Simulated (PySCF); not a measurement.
**2,2-difluoroethylamine (SMILES NCC(F)F)**

Cartesian coordinates in Å; atom numbers follow the order of the lines, from 1:
```xyz
10

N    -0.4823    1.1738    0.5701
C    -0.2282    0.2084   -0.4782
C     0.7402   -0.8263    0.0273
F     1.0349   -1.7110   -0.9585
F     0.1677   -1.5318    1.0436
H    -1.0029    0.7464    1.3257
H    -1.0303    1.9484    0.2226
H     0.2462    0.7112   -1.3245
H    -1.1114   -0.3264   -0.8575
H     1.6711   -0.3951    0.4062
```

Level of theory: PySCF 2.14.0, quadratic response CAM-B3LYP/def2-TZVPD first hyperpolarisability, Taylor convention, gas phase. Geometry: PBE0-D3(BJ)/def2-TZVP.

(1) What is the first hyperpolarisability, and how does it disperse?

(2) Which lowest excitations, dipole and polarisabilities go with it?

## Answers

(1) In 10⁻³⁰ esu, Taylor convention; the vector part is βᵢ = ⅓ Σⱼ (βᵢⱼⱼ + βⱼᵢⱼ + βⱼⱼᵢ); β∥ is 3/5 of the vector part along the dipole, the dipole points from − to +:
```tsv
process	λ (nm)	β vector norm	β∥	β HRS	depolarisation ratio
static β(0;0,0)	∞	0.49	-0.27	0.19	6.08
second harmonic β(−2ω;ω,ω)	1907	0.50	-0.28	0.20	6.04
Pockels β(−ω;ω,0)	1907	0.49	-0.27	–	–
second harmonic β(−2ω;ω,ω)	1064	0.52	-0.29	0.21	5.92
Pockels β(−ω;ω,0)	1064	0.50	-0.28	–	–
```

(2) S1 6.35 eV (f = 0.017); S2 7.55 eV (f = 0.016); S3 7.77 eV (f = 0.008); dipole 2.33 D; isotropic α 38.1 au static, 38.2 au at 1907 nm, 38.3 au at 1064 nm, 38.4 au at 953.5 nm, 39.0 au at 532 nm.
